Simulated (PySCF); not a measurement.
## Vertical excitation energies

Pentane, C5H12.
SMILES: `CCCCC`

Level of theory: TDDFT CAM-B3LYP/def2-SVPD, vertical, gas phase, core orbitals frozen in the response in PySCF. Geometry: PBE0-D3(BJ)/def2-SVP, one conformer, isolated molecule. Torsions of this conformer, `[CH3:1][CH2:2][CH2:3][CH2:4][CH3:5]`: C1–C2–C3–C4 180°, C2–C3–C4–C5 180°.

```json
{"state": "S1", "E (eV)": "8.74", "λ (nm)": "141.9", "ν̃ (cm⁻¹)": "70460", "f": "0.0004", "symmetry": "–", "main configurations (H = HOMO, L = LUMO)": "H→L (84%)"}
{"state": "S2", "E (eV)": "8.90", "λ (nm)": "139.4", "ν̃ (cm⁻¹)": "71740", "f": "0.015", "symmetry": "B1 or B2", "main configurations (H = HOMO, L = LUMO)": "H-1→L (91%)"}
{"state": "S3", "E (eV)": "9.00", "λ (nm)": "137.7", "ν̃ (cm⁻¹)": "72600", "f": "0.0000", "symmetry": "–", "main configurations (H = HOMO, L = LUMO)": "H-3→L (59%), H→L+1 (33%)"}
{"state": "S4", "E (eV)": "9.13", "λ (nm)": "135.9", "ν̃ (cm⁻¹)": "73610", "f": "0.0025", "symmetry": "A1", "main configurations (H = HOMO, L = LUMO)": "H-2→L (74%), H-1→L+1 (16%)"}
{"state": "S5", "E (eV)": "9.45", "λ (nm)": "131.2", "ν̃ (cm⁻¹)": "76190", "f": "0.0028", "symmetry": "A1", "main configurations (H = HOMO, L = LUMO)": "H-1→L+1 (72%), H-2→L (14%)"}
{"state": "S6", "E (eV)": "9.47", "λ (nm)": "130.9", "ν̃ (cm⁻¹)": "76380", "f": "0.120", "symmetry": "B1 or B2", "main configurations (H = HOMO, L = LUMO)": "H→L+2 (83%)"}
{"state": "S7", "E (eV)": "9.48", "λ (nm)": "130.8", "ν̃ (cm⁻¹)": "76480", "f": "0.011", "symmetry": "B1 or B2", "main configurations (H = HOMO, L = LUMO)": "H-2→L+1 (59%), H-4→L (32%)"}
{"state": "S8", "E (eV)": "9.60", "λ (nm)": "129.1", "ν̃ (cm⁻¹)": "77460", "f": "0.047", "symmetry": "B1 or B2", "main configurations (H = HOMO, L = LUMO)": "H-3→L+1 (55%), H-5→L (16%), H→L+3 (15%)"}
{"state": "S9", "E (eV)": "9.64", "λ (nm)": "128.6", "ν̃ (cm⁻¹)": "77780", "f": "0.010", "symmetry": "B1 or B2", "main configurations (H = HOMO, L = LUMO)": "H-1→L+2 (95%)"}
{"state": "S10", "E (eV)": "9.73", "λ (nm)": "127.4", "ν̃ (cm⁻¹)": "78510", "f": "0.0000", "symmetry": "–", "main configurations (H = HOMO, L = LUMO)": "H→L+1 (50%), H-3→L (19%), H-3→L+2 (17%)"}
```

Triplets, Tamm–Dancoff:

```tsv
state	E (eV)	λ (nm)	main configurations (H = HOMO, L = LUMO)
T1	8.46	146.5	H→L (77%), H-3→L+1 (9%)
T2	8.74	141.9	H-3→L (56%), H→L+1 (30%)
T3	8.74	141.8	H-1→L (86%)
T4	8.78	141.2	H-2→L (76%)
```

The lowest singlet comes at 142 nm (843 kJ/mol) in the vacuum ultraviolet; it is dark (f under 0.0005); its leading configuration is HOMO→LUMO (84%). The most intense listed level is S6 at 9.47 eV (131 nm, f = 0.120), 0.73 eV above S1. Löwdin shares by element: HOMO carbon 49% or more, hydrogen 9% or more (atoms not listed hold the other 43%); LUMO carbon 44% or more (atoms not listed hold the other 56%). The oscillator strengths of these states sum to 0.209; summed over the whole spectrum of an exact calculation they would give the number of electrons, 42 (Thomas–Reiche–Kuhn). Of the 10 states listed, 5 reach f = 0.01 and 3 stay under 0.0005. Orbital energies (eV): HOMO-3 -10.74, HOMO-2 -10.61, HOMO-1 -10.40, HOMO -10.34, LUMO 1.49, LUMO+1 1.80, LUMO+2 2.05. All these states lie below the vertical ionisation energy of 11.16 eV (ΔSCF). Symmetry labels in C2v follow from the direction of the transition dipole and are given only for states with f of 0.002 or more; B1 and B2 swap with the choice of axes. Only the lowest 10 singlets were computed, as vertical energies without vibronic structure.
